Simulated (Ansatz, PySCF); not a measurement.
Barrier height from C2H5 (SMILES [CH2]C) to the transition structure C2H5, without zero-point energy, on the benchmark's geometries as Psi4's copy of the set gives them.
Transition structure (charge 0, multiplicity 2):
```tsv
atom	x (Å)	y (Å)	z (Å)
C	-0.5679	0.0001	-0.2190
C	0.7511	0.0000	0.0419
H	-1.4939	-0.0005	1.5318
H	-1.1017	0.9207	-0.4086
H	-1.1020	-0.9202	-0.4091
H	1.2991	-0.9223	0.1738
H	1.2989	0.9223	0.1744
```

Open shells are unrestricted; no spin–orbit coupling.

Frozen-core correlation.

Programs: Ansatz (Gaussian orbitals); PySCF for M06-2X, the dispersion terms. Each number belongs to the level named beside it.

```csv
level,barrier height (eV)
PBE-D3(BJ)/def2-TZVPPD,1.734
revPBE/def2-TZVPPD,…
B3LYP/def2-TZVPPD,1.814
BHLYP-D3(BJ)/def2-TZVPPD,1.958
M06-2X/def2-TZVPPD,1.890
CAM-B3LYP/def2-TZVPPD,1.888
CAM-B3LYP-D3(BJ)/def2-TZVPPD,1.879
wB97X-V/def2-TZVPPD,1.954
CCSD(T)/aug-cc-pVDZ,1.815
```

Problem. Some entries are withheld; supply them.

Solution. 
- revPBE/def2-TZVPPD, barrier height (eV): 1.771

Doubts at one or more of the structures used: a spin-contaminated determinant (CCSD(T)/aug-cc-pVDZ).

Ansatz is a quantum-chemistry and plane-wave program.
